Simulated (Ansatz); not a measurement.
Task: vertical and adiabatic energies of changing the electron count of CH5NSi, SMILES C1N[SiH2]1, with Ansatz 0.2.0 through its Python package. Give the script and its output. Use (for the species named): CAM-B3LYP, def2-SVP basis, multiplicity 1.

Input file `ch5nsi.xyz`:
```text
8

C    -0.65550    0.32700   -0.59470
N    -0.28680    0.49190    0.76710
Si    0.50640   -0.81460    0.06100
H    -1.61540   -0.02240   -0.78870
H    -0.33480    1.09260   -1.33270
H     0.37310    1.27860    0.89860
H     1.98990   -0.41490    0.12880
H     0.11530   -1.99540    0.80470
```

`ch5nsi_adiabatic.py`
```python
import itertools
import warnings

import ansatz as az
from ase.data import atomic_numbers, covalent_radii
import numpy as np

warnings.simplefilter("ignore", az.DeckWarning)

system = az.Crystal.molecule_from_extxyz("ch5nsi.xyz")

model = (
    system.calculation()
    .basis(gaussian="def2-SVP")
    .functional("CAM-B3LYP")
)
symbols = [site.symbol for site in system.cartesian_sites]
start = np.array([site.position_ang for site in system.cartesian_sites], dtype=float)
report = model.relax(force_tolerance=0.01).run(threads=1).report
end = np.array(report["positions_ang"])

minimum = az.Crystal.molecule()
for symbol, place in zip(symbols, end):
    minimum = minimum.atom(symbol, place.tolist())
ion = (
    minimum.calculation()
    .basis(gaussian="def2-SVP")
    .functional("CAM-B3LYP")
    .charge(1)
    .spin("collinear", total=1)
)
vertical = ion.run(threads=1).report
settled = ion.relax(force_tolerance=0.01, max_steps=80).run(threads=1).report
print(f"vertical ionisation energy   {vertical['free_energy_ev'] - report['free_energy_ev']:.3f} eV")
print(f"adiabatic, no zero point     {settled['free_energy_ev'] - report['free_energy_ev']:.3f} eV")
print(f"relaxation energy of the ion {vertical['free_energy_ev'] - settled['free_energy_ev']:.3f} eV")
ionised = np.array(settled["positions_ang"])
radius = [covalent_radii[atomic_numbers[s]] for s in symbols]
span = lambda where, i, j: np.linalg.norm(where[i] - where[j])
bonded = [(i, j) for i, j in itertools.combinations(range(len(symbols)), 2) if min(span(end, i, j), span(ionised, i, j)) < 1.2 * (radius[i] + radius[j])]
print("pair        before    after (A)")
for i, j in bonded:
    print(f"{symbols[i]}{i}-{symbols[j]}{j}".ljust(10), f"{span(end, i, j):8.4f} {span(ionised, i, j):8.4f}")
for first, second in list(itertools.combinations(bonded, 2)):
    shared = set(first) & set(second)
    if shared and symbols[(j := shared.pop())] != "H":
        i, k = sorted((set(first) | set(second)) - {j})
        u, v = ionised[i] - ionised[j], ionised[k] - ionised[j]
        angle = np.degrees(np.arccos(np.clip(u @ v / np.linalg.norm(u) / np.linalg.norm(v), -1, 1)))
        print(f"final angle {symbols[i]}{i}-{symbols[j]}{j}-{symbols[k]}{k}: {angle:.2f} deg")
```

```console
$ python ch5nsi_adiabatic.py
vertical ionisation energy   8.910 eV
adiabatic, no zero point     8.192 eV
relaxation energy of the ion 0.718 eV
pair        before    after (A)
C0-N1        1.4819   1.3846
C0-Si2       1.8453   2.0141
C0-H3        1.0976   1.1038
C0-H4        1.1003   1.0959
N1-Si2       1.7261   1.7606
N1-H5        1.0144   1.0252
Si2-H6       1.4832   1.4678
Si2-H7       1.4787   1.4668
final angle N1-C0-Si2: 58.98 deg
final angle N1-C0-H3: 117.00 deg
final angle N1-C0-H4: 121.03 deg
final angle C0-N1-Si2: 78.64 deg
final angle C0-N1-H5: 118.23 deg
final angle Si2-C0-H3: 97.03 deg
final angle Si2-C0-H4: 134.54 deg
final angle C0-Si2-N1: 42.37 deg
final angle C0-Si2-H6: 122.31 deg
final angle C0-Si2-H7: 109.28 deg
final angle H3-C0-H4: 116.11 deg
final angle Si2-N1-H5: 126.01 deg
final angle N1-Si2-H6: 115.61 deg
final angle N1-Si2-H7: 115.77 deg
final angle H6-Si2-H7: 124.56 deg
```

The energies are electronic: no zero-point or thermal terms, and the basis set is short of its limit. The product may relax into another structure. The relaxation finds the nearest minimum, so the adiabatic value is an upper bound. Run time: 57 s on 1 thread of Arm Neoverse V2, on a shared host, peak memory 0.26 GiB.
